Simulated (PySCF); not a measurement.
Gas-phase reaction: 2 BCl2NH2 + 2 Cl = 2 BCl3 + H2 + 2 NH

Computed with PySCF (xtb for GFN2) and rigid-rotor harmonic-oscillator thermochemistry at 1 bar. † marks an energy on the PBE0/def2-TZVP geometry and frequencies; other levels use their own. 6-31G* has spherical d functions here. Open shells (unrestricted): Cl (multiplicity 2, electronic degeneracy 6), NH (multiplicity 3); the rest are closed-shell singlets. GFN2 has no spin-polarisation term. Spin-orbit splitting is ignored; it lowers the true energy and changes the entropy of Cl. BCl2NH2: computed as isolated molecules; such fragments, hydroxides, amides, oligomers or adducts are transient or little studied in the gas. The harmonic model lacks anharmonicity and excited electronic states, which grow with temperature; levels with a mode under 35 cm⁻¹ are left out. Internal rotation in BCl2NH2 is treated as a harmonic vibration of one conformer, which makes the entropy rough.

```csv
level,"ΔE electronic, kJ","ΔH°(298 K), kJ","ΔS°(298 K), J/K","ΔG°(1600 K), kJ"
GFN2-xTB,992,931,150,680
HF/6-31G*,377,312,148,61
M06-2X/def2-TZVP†,546,486,147,240
PBE/def2-TZVP†,539,479,147,232
PBE0/def2-TZVP,532,472,147,226
ωB97X-V/def2-TZVP†,544,484,147,238
```
ΔH° is lowest at HF/6-31G* and highest at GFN2-xTB. No reference value is set beside these.
